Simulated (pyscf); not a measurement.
Single points on ωB97X-D3(BJ)/def2-SVP structures (PySCF, gas phase).

Q: Estimate by transition-state theory the rate constant of `[NH2][SiH]([NH2])[NH2]` + `[FH]` → `[NH3]` + `[NH2][SiH]([NH2])[F]` (singlet surface; N–Si, F–H broken, H–N, F–Si formed) at 298 K, with ωB97M-D3(BJ)/def2-TZVP energies (ideal gas, 1 atm, RRHO with modes under 100 cm⁻¹ raised to 100, one conformer, R ln 2 for chiral ones without a mode under 150 cm⁻¹; no tunnelling).

A: The electronic barrier is 1.6 kcal/mol and the thermal terms add +10.5, so ΔG‡ = 12.1 kcal/mol. With k_BT/h = 6.21e+12 s⁻¹ and RT = 0.592 kcal/mol, and a volume of 4.06e-20 cm³ per molecule at 1 atm, k = 3.2e-16 cm³ molecule⁻¹ s⁻¹. Wigner's tunnelling factor for 581i cm⁻¹ would be 1.33. A shift of 1 kcal/mol in the barrier changes k by a factor 5.4. On the reactant side the descent ends in a bound adduct, 13.5 kcal/mol under the separated species and 15.2 kcal/mol under the saddle at ωB97X-D3(BJ)/def2-TZVP. One saddle was located; it need not be the lowest between these sides.
